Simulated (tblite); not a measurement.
Question: Write a Z-matrix for `C=CC=S` as optimised with GFN2-xTB.

Answer: 
Z-matrix in Å and degrees, rows numbered from 1:
```
C 
C   1  1.3357
C   2  1.4298  1  122.87
S   3  1.6276  2  123.62  1  -179.89
H   1  1.0763  2  121.94  3   179.93
H   1  1.0782  2  121.35  3     0.01
H   2  1.0817  1  120.99  3   179.97
H   3  1.0867  2  117.22  1     0.02
```

The 2 C–C bonds span 1.336 Å (C1=C2, drawn double) to 1.430 Å (C2–C3, drawn single), a spread of 0.094 Å. Of the pairs four or more bonds apart, H6···H8 is among the closest relative to their van der Waals radii: 2.46 Å, 102 % of the sum of Bondi's values. The 4 heavy atoms lie in one plane (0.001 Å rms).

Structure optimised with GFN2-xTB, isolated species.

Point group: Cs (tolerance 0.08 Å). Its GFN2-xTB frequencies are all real (lowest 130 cm⁻¹). One conformer, not necessarily the lowest (C1–C2–C3–S4 180°).

Hardware: one thread, Arm Neoverse V1 (aarch64), shared host. Cost: under 0.1 s of wall time. These figures are those of the optimisation.

All values are computed, not measured.
